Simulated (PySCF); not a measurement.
# COS: calculation and literature

Molfile (atoms numbered from 1):
```
COS
     RDKit          3D

  3  2  0  0  0  0  0  0  0  0999 V2000
   -1.2836    0.2527    0.0000 O   0  0  0  0  0  0  0  0  0  0  0  0
   -0.1347    0.1207    0.0000 C   0  0  0  0  0  0  0  0  0  0  0  0
    1.4184   -0.0630   -0.0000 S   0  0  0  0  0  0  0  0  0  0  0  0
  1  2  2  0
  2  3  2  0
M  END
```

In vacuum, non-relativistic Hamiltonian, single conformer. Shieldings: GIAO B3LYP/pcSseg-2; geometry: PBE0-D3(BJ)/def2-SVP; PySCF 2.14.

Reference values: measured (gas; Olsson, Cremer, J. Chem. Phys. 1996, 105, 8995 (gas-phase data of Jameson 1987, Jameson 1981, Wasylishen 1984)).
```json
{"atoms": "C2", "quantity": "δ $^{13}$C vs CH4 (gas)", "reference": "165.1", "computed": "171.3"}
{"atoms": "O1", "quantity": "δ $^{17}$O vs H2O (gas)", "reference": "236.1", "computed": "254.7"}
```

Reference values: measured (gas; L. Olsson, D. Cremer, J. Chem. Phys. 105 (1996) 8995).
```tsv
atoms	quantity	reference	computed
O1	δ $^{17}$O vs gaseous H2O	236.1	254.7
```

Computed shifts are σ(ref) − σ with the named reference compound (TMS for H and C) calculated as an isolated molecule at the same level. The measured values may be among those fitted. Scaled to experiment by linear calibration (H and C: mostly CDCl3 data, vs TMS): $^{13}$C (scatter 2.4 ppm rms). A few per cent of atoms miss by over 2 rms, more outside the fitted compound classes.

How far are the unscaled $^{17}$O shifts from the references?

Answers

Mean signed difference +18.60 ppm, mean absolute 18.60 ppm over 2 comparisons; the largest is +18.6 ppm at O1 (carbonyl oxygen).

3 of the 28 published NMR values on file for this molecule are compared. The rest: values from further sources, other calculations.
